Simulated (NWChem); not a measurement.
Molecule: LiH; SMILES [LiH]

All runs: NWChem. The geometry was optimised at PBE-D3(BJ)/def2-SVP. Level BLYP/def2-SVPD: single points from the atomic guess with DIIS by default; each run changes one setting, and all converged runs end within 0.3 mHa of each other.

**Question.** Which setting needs the most SCF iterations, or fails (no DIIS, 40 % damping; defaults; level shift of 0.5 Ha throughout; no level shifting; occupation smearing of 0.005 Ha)?

**Answer.** level shift of 0.5 Ha throughout, with 29 against 6 for the defaults.
```tsv
setting	SCF iterations
defaults	6
no level shifting	6
no DIIS, 40 % damping	12
level shift of 0.5 Ha throughout	29
occupation smearing of 0.005 Ha	6
```
